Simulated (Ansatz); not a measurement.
```yaml
crystal:
  periodic: [false, false, false]
  atoms:
    - {symbol: B, position_ang: [-1.722175, -0.166780, -0.001962]}
    - {symbol: B, position_ang: [-1.249563, 1.196746, 0.009799]}
    - {symbol: Ga, position_ang: [0.460787, -0.159703, -0.001215]}
basis:
  gaussian: {orbitals: def2-TZVP}
magnetization: {spin_polarized: true, initial_magnetization: 1}
hamiltonian: {xc: pbe0}
relax: {f_tol: 0.004, max_steps: 80}
```

```sh
$ ansatz run in.yaml --threads 1 --pin off --events-out ev --progress --plain --max-ram 2176MiB
```

Steps of the relaxation (energy above the last step; positions in Å, forces in eV/Å):

```
3
step 1, 246.7 meV
B    -1.722   -0.167   -0.002   -0.426   -2.946   -0.025
B    -1.250    1.197    0.010    1.533    2.542    0.022
Ga    0.461   -0.160   -0.001   -1.107    0.404    0.003
```

```
3
step 2, 75.1 meV
B    -1.709   -0.202   -0.002    0.005   -0.950   -0.008
B    -1.215    1.213    0.010    0.573    0.761    0.007
Ga    0.413   -0.142   -0.001   -0.578    0.189    0.001
```

```
3
step 3, 13.3 meV
B    -1.689   -0.223   -0.002   -0.222   -0.745   -0.006
B    -1.191    1.222    0.010    0.302    0.708    0.006
Ga    0.369   -0.129   -0.001   -0.080    0.037    0.000
```

```
3
step 7, 0.0 meV
B    -1.690   -0.241   -0.003    0.000    0.000    0.000
B    -1.179    1.235    0.010    0.000    0.000    0.000
Ga    0.358   -0.124   -0.001    0.000    0.000    0.000
```

Close pairs at the end: B1–B2 1.562 Å, B2–Ga3 2.051 Å, B1–Ga3 2.051 Å.

A stationary point of unrestricted PBE0 after 7 steps, with ⟨S²⟩ = 1.013 against 0.75 for a pure state; no frequencies were run, so it isn't proven a minimum. 84 s on 1 thread of Intel Xeon 6975P-C, shared host.
